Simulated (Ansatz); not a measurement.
# C₂H₂FN: basis-set convergence

An exercise on one series of results from a longer session: the logs are not shown, and one member is left open.

The runs use Ansatz 0.2.0, Gaussian basis; one geometry, several basis sets.

Plan: PBE0-D4/def2-SVP; ωB97M-V/def2-SVP; PBE0-D4/def2-QZVPP; ωB97M-V/def2-QZVPP; the functionals' def2-TZVPP values are taken from earlier runs.

## The relaxed structure

All runs share one geometry, relaxed beforehand with PBE0-D4 in a triple-zeta def2 set.

SMILES `N=C=CF`, 6 atoms, charge 0, spin multiplicity 1.

Atoms are counted from 1 here; the program's logs count them from 0.

Bond lengths: N1–C2 1.221 Å, N1–H5 1.021 Å, C2–C3 1.309 Å, C3–F4 1.345 Å, C3–H6 1.080 Å. Angles: C2–N1–H5 114.9°, N1–C2–C3 173.4°, C2–C3–F4 121.4°, C2–C3–H6 123.1°, F4–C3–H6 115.6°.

Set-up of the first run:

in.yaml

```yaml
crystal:
  periodic: [false, false, false]
  atoms:
    - {symbol: N, position_ang: [-0.137800, 1.303271, -0.925240]}
    - {symbol: C, position_ang: [0.006262, 0.329240, -0.202964]}
    - {symbol: C, position_ang: [0.257533, -0.630870, 0.650612]}
    - {symbol: F, position_ang: [1.008472, -1.692798, 0.308191]}
    - {symbol: H, position_ang: [-0.957250, 1.269610, -1.533695]}
    - {symbol: H, position_ang: [-0.135116, -0.642452, 1.656896]}
basis:
  gaussian: {orbitals: def2-SVP}
hamiltonian: {xc: pbe0, dispersion: d4}
output: {orbitals: {seedname: orbitals}}
```

Command:

```sh
$ ansatz run in.yaml --threads 2 --pin off --events-out ev --progress --plain --max-ram 4352MiB
```

Steps of the session up to this table: PBE0-D4 in def2-SVP; ωB97M-V in def2-SVP; PBE0-D4 in def2-QZVPP; ωB97M-V in def2-QZVPP.

One of the session's tables, all rows but one given; the rest of the session is left out.

It belongs to the step «Density functionals: the series». 

| functional | basis | HOMO (eV) |
| --- | --- | --- |
| PBE0-D4 | def2-SVP | -6.68 |
| PBE0-D4 | def2-TZVPP | ? |
| PBE0-D4 | def2-QZVPP | -6.91 |
| ωB97M-V | def2-SVP | -8.86 |
| ωB97M-V | def2-TZVPP | -9.08 |
| ωB97M-V | def2-QZVPP | -9.13 |

**Question.** Estimate the row for PBE0-D4, def2-TZVPP.

The run gave: HOMO (eV): -6.87. In the column «HOMO (eV)» it lies between PBE0-D4, def2-QZVPP (-6.91) and PBE0-D4, def2-SVP (-6.68).
